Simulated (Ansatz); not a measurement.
Z-matrix (Å, degrees):
```
C
S 1 1.811
O 1 1.432 2 93.2
H 1 1.089 2 114.1 3 114.7
H 1 1.089 2 114.1 3 -114.7
C 2 1.788 1 71.8 3 -0.0
O 6 1.178 2 135.1 1 180.0
```

The species carries charge 0 and has multiplicity 1.

(1) List the CAM-B3LYP/def2-TZVPP orbital energies in eV (Ansatz). (Best estimate.)

Answers

(1) Computed: Occupied: -2420.98, -524.53, -522.90, -283.50, -282.00, -219.00, -163.60, -163.50, -163.35, -33.49, -31.32, -24.27, -21.77, -17.19, -16.58, -16.26, -15.58, -13.88, -13.57, -11.73, -11.04, -10.09, -9.40. Lowest empty: 0.07, 1.23, 2.05, 2.29, 3.18, 3.25, 4.86, 5.47.
